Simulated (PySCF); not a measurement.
Ionisation of methyl fluoride

Parent: methyl fluoride, `CF` (CH3F). Numbering: `[CH3:1][F:2]`

Computed at ωB97X-D3(BJ)/ma-def2-TZVP // PBE0-D3(BJ)/def2-SVP with PySCF (density fitting, grid level 2). Zero-point and thermal terms (298.15 K, 1 bar) come from unscaled PBE0-D3(BJ)/def2-SVP harmonic frequencies, with soft modes damped to free rotors in the entropy.

Frontier levels of the parent: HOMO -12.47 eV, LUMO 1.28 eV.

Oxidation to the radical cation:
```
Vertical ionisation energy (electronic)              : 13.12 eV
Adiabatic ionisation energy (with zero-point energy) : 12.39 eV
Adiabatic, electronic part                           : 12.55 eV
Vertical gap at the product's structure              : 11.25 eV
Inner reorganisation energy (four-point)             : 1868 meV
Relaxation of product / of parent                    : 572 / 1296 meV
⟨S²⟩ of the product                                  : 0.753
Largest spin populations                             : C1 0.37, F2 0.28, H (on C1) 0.18, H (on C1) 0.18
Largest changes of atomic charge                     : F2 0.30, H (on C1) 0.21, H (on C1) 0.21, C1 0.17
Distances that move most (Å)                         : C1–F2 1.363 → 1.273; C1–H 1.103 → 1.178; C1–H 1.103 → 1.177
```

Against the Active Thermochemical Tables (version 1.112): ionisation energy to the radical cation 12.53 (computed 12.39, error -0.14) eV.

Measured values (NIST Chemistry WebBook, evaluated or the median of agreeing entries): vertical ionisation energy 13.04 eV (computed 13.12, difference 0.07); adiabatic ionisation energy 12.50 eV (computed 12.39, difference -0.11).

Differences come from unrounded values, so a last digit can differ from that of the printed terms.
